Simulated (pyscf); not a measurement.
Elementary routes open to H₃C–GaH–CH₃ + HF in the gas phase (singlet surface):
A. CH₄ + H₃C–GaH–F (C–Ga, F–H broken; C–H, F–Ga formed)
B. H₃C–F + H₃C–GaH₂ (C–Ga, C–H, F–H broken; C–H, C–F, Ga–H formed)

Optimised with ωB97X-D3(BJ)/def2-SVP in PySCF.

Question: Rank the routes by free-energy barrier at 600 K, lowest first, for ωB97M-D3(BJ)/def2-TZVP energies (ideal gas, 1 atm, RRHO with modes under 100 cm⁻¹ raised to 100, one conformer, R ln 2 for chiral ones without a mode under 150 cm⁻¹).

Answer: A (23.3 kcal/mol), B (93.5 kcal/mol)

Route A is the fastest of these, ahead of the next by 70.2 kcal/mol. The most stable products are those of A (ΔG = -28.9 kcal/mol), so kinetics and thermodynamics agree. At 1200 K A is still the fastest. A: On the reactant side the descent ends in a complex, 6.4 kcal/mol under the separated species and 9.4 kcal/mol under the saddle at ωB97X-D3(BJ)/def2-TZVP. B: On the reactant side the descent ends in a complex, 6.4 kcal/mol under the separated species and 80.0 kcal/mol under the saddle at ωB97X-D3(BJ)/def2-TZVP. Only these routes are compared; each barrier is that of the saddle found, and lower ones may exist. Elements up to Kr have no core potential and no relativistic terms here.
